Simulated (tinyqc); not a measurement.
RHF in the sto-3g basis, for LiH, spin multiplicity 1, step by step. One step of it, computed by the program tinyqc.

Question. Iteration 4: DIIS coefficients. Solve [B -1; -1 0][c; lambda] = [0; -1] for the coefficients, which sum to one.

B (overlaps of the stored error matrices):
$$\begin{pmatrix}
2.0417926e-03 & 4.7681058e-04 & 1.0910595e-04 \\
4.7681058e-04 & 1.8889779e-04 & 7.2389341e-05 \\
1.0910595e-04 & 7.2389341e-05 & 3.4499311e-05
\end{pmatrix}$$

Give: DIIS coefficients.

Answer.

DIIS coefficients: [0.1778, -1.2277, 2.0500]
